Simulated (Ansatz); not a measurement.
Pyrrole, C$_{4}$H$_{5}$N: measurement beside calculation (Ansatz, PBE0-D4/def2-TZVP geometry).

```xyz
10

C    -0.2894    0.9754   -0.6170
C    -1.0910   -0.1790   -0.4401
C    -0.3772   -1.0569    0.3344
N     0.8194   -0.4728    0.6274
C     0.8864    0.7631    0.0555
H    -0.5448    1.8628   -1.1744
H    -2.0800   -0.3481   -0.8356
H    -0.6240   -2.0417    0.6966
H     1.5434   -0.8906    1.1819
H     1.7573    1.3878    0.1712
```

Measured: 3530 cm⁻¹ (N-H stretch, vibrational spectroscopy, literature). Source: Hydrogen-Bonded Cyclic Dimers at Large Compression: The Case of 1H-pyrrolo[3,2-h]quinoline and 2-(2′-pyridyl)pyrrole, 2021 (pmc:8270273).

Harmonic PBE0-D4 wavenumbers (cm⁻¹, unscaled): 488, 632, 648, 694, 735, 832, 874, 878, 902, 1044, 1075, 1102, 1168, 1194, 1313, 1441, 1478, 1518, 1591, 3256, 3267, 3281, 3288, 3704. Fundamentals include anharmonicity and usually lie a few per cent under these; harmonic values from spectra compare directly.

Enthalpy of formation at 298 K: 25.9 kcal/mol (zero for an element's reference state; older measured values of the G2 set, as listed by Staroverov and co-workers, J. Chem. Phys. 119, 12129, 2003). With their computed zero-point and thermal terms and the atoms' enthalpies of Curtiss and co-workers (1997) it gives an electronic atomization energy of 1071.7 kcal/mol.

```tsv
level	atomization (kcal/mol)	error	error per bond
LDA (SPW92)	1250.3	178.6	17.9
PBE-D4	1115.9	44.2	4.4
revPBE-D4	1085.8	14.1	1.4
BLYP-D4	1079.3	7.6	0.8
r2SCAN-D4	1078.3	6.6	0.7
B97M-V	1075.2	3.5	0.4
PBE0-D4	1090.7	19.0	1.9
B3LYP-D4	1076.6	4.9	0.5
r2SCANh-D4	1070.8	-0.9	-0.1
r2SCAN0-D4	1060.1	-11.6	-1.2
HSE06-D4	1091.7	20.0	2.0
BHLYP-D4	1037.8	-33.8	-3.4
CAM-B3LYP-D4	1079.7	8.0	0.8
ωB97X-V	1074.9	3.2	0.3
ωB97M-V	1077.5	5.9	0.6
B2PLYP	1066.0	-5.7	-0.6
PBE-QIDH	1075.7	4.0	0.4
PBE	1111.1	39.4	3.9
revPBE	1068.7	-3.0	-0.3
BLYP	1068.4	-3.2	-0.3
r2SCAN	1077.1	5.4	0.5
PBE0	1086.8	15.1	1.5
B3LYP	1069.0	-2.7	-0.3
r2SCANh	1069.6	-2.0	-0.2
r2SCAN0	1058.8	-12.9	-1.3
HSE06	1088.1	16.4	1.6
BHLYP	1032.6	-39.1	-3.9
CAM-B3LYP	1075.8	4.1	0.4
LC-ωPBE	1078.7	7.0	0.7
HF/def2-TZVPP	765.5	-306.1	-30.6
MP2/def2-TZVPP	1070.5	-1.2	-0.1
SCS-MP2/def2-TZVPP	1058.1	-13.6	-1.4
CCSD/def2-TZVPP	1019.9	-51.7	-5.2
CCSD(T)/def2-TZVPP	1040.7	-31.0	-3.1
HF/def2-QZVPP	767.0	-304.7	-30.5
MP2/def2-QZVPP	1087.3	15.6	1.6
SCS-MP2/def2-QZVPP	1077.1	5.4	0.5
HF/CBS(def2)	767.2	-304.4	-30.4
MP2/CBS(def2)	1098.9	27.2	2.7
CCSD/CBS(def2)	1048.3	-23.4	-2.3
CCSD(T)/CBS(def2)	1069.1	-2.6	-0.3
```

Functionals use def2-TZVPP; B3LYP here is the variant with VWN-RPA as its local correlation; programs differ in this. The calculations leave out spin–orbit coupling, scalar relativity and, for the correlated methods, core correlation; together these are worth up to about 1 kcal/mol a heavy atom. HSE06 is defined as in plane-wave codes. CBS adds triple-zeta CCSD(T) − MP2 to the MP2 limit. T1 = 0.011.
